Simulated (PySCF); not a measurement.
**Bond length, frequency and bond energy of NaF⁻ by level of theory**

State: ²Σ⁺ (doublet), unpaired electrons σ ↑. Set-up: basis Na def2-SVPD, F def2-SVPD; no relativity; PySCF 2.14. De refers to Na + F⁻ in their ground configurations, without counterpoise correction. The functionals are run spin-unrestricted. A positive dipole points towards F; it is taken about the centre of mass and depends on that origin.

```csv
Level,Re (Å),ωe (cm⁻¹),De (eV),μ (D)
UHF,2.015,444,n/a,2.86
UHF-MP2,2.048,414,1.98,n/a
UHF-SCS-MP2,2.045,417,1.99,n/a
UHF-CCSD,2.035,425,n/a,n/a
UHF-CCSD(T),2.040,419,2.01,n/a
LDA,2.000,437,2.02,2.09
PBE,2.049,404,1.89,2.29
r²SCAN,2.027,424,2.02,2.44
PBE0,2.026,425,1.97,2.46
HSE06,2.025,425,1.96,2.44
B2PLYP,2.035,418,1.89,2.36
```

Q: Which functional lies closest to UHF-CCSD(T) in De, which farthest, and by how much do they differ from it?

A: Closest is LDA (-4.0 pm in Re, +4.3 % in ωe, +0.01 eV in De against UHF-CCSD(T) in the same basis), farthest PBE (+0.9 pm in Re, -3.6 % in ωe, -0.12 eV in De). CCSD(T) converges more slowly with the basis than the functionals do and binds too weakly in this one, so the order can change at the basis-set limit.

Q: What does the step from GGA to meta-GGA do here, going from PBE to r²SCAN?

A: r²SCAN less PBE: -2.2 pm in Re, +5.0 % in ωe, +0.13 eV in De. 

Q: What does the gradient correction do here, going from LDA to PBE?

A: PBE less LDA: +4.9 pm in Re, -7.6 % in ωe, -0.13 eV in De. The gradient correction favours the more uneven density of free atoms, so it tends to lengthen bonds and takes away much of the overbinding of LDA; so it does here.

Correlated steps freeze 2 core orbitals. Correlated levels converge slowly with the basis: in double zeta they bind strong bonds too weakly, by up to about 1 eV, and carry superposition errors of some tenths. For an ion De counts to the pair picked by the measured ionisation energies or electron affinities, which need not be the lowest pair at this level. The highest Kohn–Sham level is positive in this anion. Much of that is self-interaction error, but it also means that the finite basis helps to hold the extra electron. B2PLYP dipoles, levels and charges come from its SCF part alone. The state was picked by a PBE0 search and need not be the measured ground state.
